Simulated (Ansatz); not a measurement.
Basis-set extrapolation for C3H10NP (`CP(C)(C)=N`) (PBE0-D4/def2-TZVP geometry, frozen core, Ansatz). Multiplicity 1, RHF reference.

|  | def2-TZVPP | def2-QZVPP |
| --- | --- | --- |
| HF | -514.701144 | -514.721005 |
| MP2 correlation | -0.910179 | -0.972396 |
| CCSD(T) correlation | -1.001712 | not run |

Energies in hartree. Use E(X) = E(∞) + A·exp(−7.88·√X) for Hartree–Fock and E(X) = E(∞) + B·X^(−2.97) for correlation, with X = 3 and 4, and add CCSD(T) minus MP2 of the smaller set to the MP2 limit.

Q: What is the CCSD(T) energy at the basis-set limit?

A: HF limit: -514.721005 + (-0.019861) × 0.13774 = -514.72374. MP2 limit: -0.972396 + (-0.062217) × 0.74074 = -1.01848. Higher-order term: -1.001712 − (-0.910179) = -0.09153. Total: -515.83375 hartree, 82.1 kcal/mol below CCSD(T)/def2-TZVPP.
